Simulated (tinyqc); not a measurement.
Hueckel theory of the pi electrons, for the molecule c1ccsc1 (SMILES; centres numbered as the heavy atoms are written), step by step. One step of it, computed by the program tinyqc.

Task: Orbitals. Diagonalise; E = alpha + x beta with beta < 0, so the largest x are filled first; degenerate levels share their electrons. P = sum n_i c_ri c_si; each orbital has its largest coefficient positive (the first on a tie).

Hueckel matrix in units of beta (H = alpha + beta A):
```
          1C        2C        3C        4S        5C
1C  0.000000  1.000000  0.000000  0.000000  1.000000
2C  1.000000  0.000000  1.000000  0.000000  0.000000
3C  0.000000  1.000000  0.000000  0.660000  0.000000
4S  0.000000  0.000000  0.660000  1.050000  0.660000
5C  1.000000  0.000000  0.000000  0.660000  0.000000
```

pi electrons, sum of z_r less the charge = 6

Give: x values; occupations; coefficients; charge and bond-order matrix P.

Result:

x values: 1.973  1.026  0.618  -0.949  -1.618

occupations: 2.000  2.000  2.000  0.000  0.000

coefficients:
```
      MO1     MO2     MO3     MO4     MO5
1C  0.414  -0.489  -0.372  -0.298   0.602
2C  0.414  -0.489   0.372  -0.298  -0.602
3C  0.403  -0.013   0.602   0.581   0.372
4S  0.576   0.721   0.000  -0.384   0.000
5C  0.403  -0.013  -0.602   0.581  -0.372
```

charge and bond-order matrix P:
```
        1C      2C      3C      4S      5C
1C   1.099   0.546  -0.101  -0.229   0.794
2C   0.546   1.099   0.794  -0.229  -0.101
3C  -0.101   0.794   1.049   0.446  -0.399
4S  -0.229  -0.229   0.446   1.706   0.446
5C   0.794  -0.101  -0.399   0.446   1.049
```
